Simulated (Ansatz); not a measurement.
A made-up structure of BNH2, closed shell:

B1  (0.459, 0.476, -0.013)
N2  (-0.397, -0.411, 0.011)
H3  (-1.105, -1.144, 0.032)
H4  (1.259, 1.302, -0.037)
(Å)

It is relaxed with PBE-D4/def2-SVP and then PBE0-D4/def2-TZVP (Ansatz 0.2.0). Atoms count as bonded within 1.22 times the sum of their covalent radii (H–H: 0.88 Å). The end point is not checked to be a true minimum.

**Question.** Does its bonding change? (Judge from chemistry; the calculation decides.)

**Answer.** Computed: No: no bond forms or breaks.

Where it ends: The first stage lowers the energy by 0.04 eV in 3 steps. It ends as BNH₂ ([BH][NH]):
B1  (0.451, 0.466, -0.013)
N2  (-0.406, -0.420, 0.012)
H3  (-1.094, -1.132, 0.032)
H4  (1.265, 1.309, -0.037)
(Å)

Labels in which every atom is bracketed show which atoms are joined, not bond orders.

For scale, one of the runs: PBE0-D4/def2-TZVP relaxation, 74 basis functions, launched by `ansatz run in.yaml --threads 2 --pin off --events-out ev --progress --plain --max-ram 4352MiB`. Hardware: 2 CPU threads of an Intel Xeon, shared host. Wall time about 10 s.
